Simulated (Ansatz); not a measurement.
A calculation with Ansatz (development build ahead of 0.2.0).

```yaml
crystal:
  periodic: [false, false, false]
  atoms:
    - { symbol: Li, position_ang: [0.0, 0.0, 0.0] }
    - { symbol: H, position_ang: [0.0, 0.0, 3.498] }
    - { symbol: F, position_ang: [0.0, 3.6887, -1.7201] }
basis:
  gaussian: { orbitals: pcseg-2 }
magnetization:
  spin_polarized: true
  initial_magnetization: 3
hamiltonian:
  xc: hf
```

The input is written out in the form of the current development build from the run's settings.

Output:

```
Converged                       : yes
Total energy                    : -107.33396 hartree
Spin squared of the determinant : 3.754
Stability test                  : minimum
```

Caution: other spin multiplicities may lie lower.
